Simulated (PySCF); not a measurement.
This PySCF input asks for the NMR shieldings of `InChI=1S/C3H3NS/c1-2-5-3-4/h2H,1H2`; the geometry comes from PBE0-D3(BJ)/def2-TZVP.

```python
import basis_set_exchange as bse
import numpy as np
from pyscf import gto, dft
from pyscf.prop import nmr

atoms = """
C    -0.997526   -0.172732    0.903779
C    -0.570457    0.707412    0.014427
S     1.030437    0.824175   -0.708686
C     1.808886   -0.459012    0.042432
N     2.363217   -1.336398    0.549323
H    -0.361795   -0.956912    1.297769
H    -2.018454   -0.118411    1.260103
H    -1.204121    1.494220   -0.381937
"""
names = dict.fromkeys(["C", "S", "N", "H"], "pcSseg-2")
basis = {el: gto.basis.parse(bse.get_basis(n, elements=[el], fmt="nwchem")) for el, n in names.items()}
mol = gto.M(atom=atoms, basis=basis, charge=0, verbose=0)
mf = dft.RKS(mol, xc="GGA_XC_KT3")
mf.grids.level = 2
mf.grids.alignment = dft.numint.BLKSIZE   # the property module wants whole blocks of grid points
mf.conv_tol = 1e-9
mf.kernel()

calc = nmr.RKS(mf)   # GIAO
sigma = calc.kernel()   # uncoupled for a functional without exact exchange
for i, s in enumerate(sigma):   # ppm
    print("%2d %-2s %9.2f" % (i, mol.atom_pure_symbol(i), np.trace(s) / 3))
```

Task: What are the results?

Result: 
```
 0 C      68.81
 1 C      61.48
 2 S     470.67
 3 C      80.82
 4 N     -68.72
 5 H      25.68
 6 H      25.91
 7 H      25.73
```

These numbers come from an equivalent density-fitted implementation of the same equations, which agrees with the script to about 0.01 ppm for H and up to a few tenths of a ppm for heavy atoms, so last digits may differ.

Task: Turn these shieldings into chemical shifts. δ = σ(ref) − σ, references computed at the same level: $^{13}$C (183.24 ppm) and $^{1}$H (31.63 ppm) vs TMS; CS2 for $^{33}$S (535.12 ppm); $^{15}$N (261.05 ppm) vs NH3.

Result: Averaging equivalent atoms: C 1: 121.8; C 0: 114.4; C 3: 102.4; S 2: 64; N 4: 329.8; H 5: 5.95; H 7: 5.90; H 6: 5.72 ppm. Experimental scales use liquid or dissolved standards, which lie at an offset from isolated NH3 (liquid NH3: subtract about 20 ppm). Unscaled 15N shifts of sp2 nitrogen come out 20 to 40 ppm too high even then.

Size and cost of the density-fitted run: 229 basis functions, 19 s wall time on 1 thread of an AMD EPYC 9R45 96-Core, shared host; peak memory 0.66 GiB.
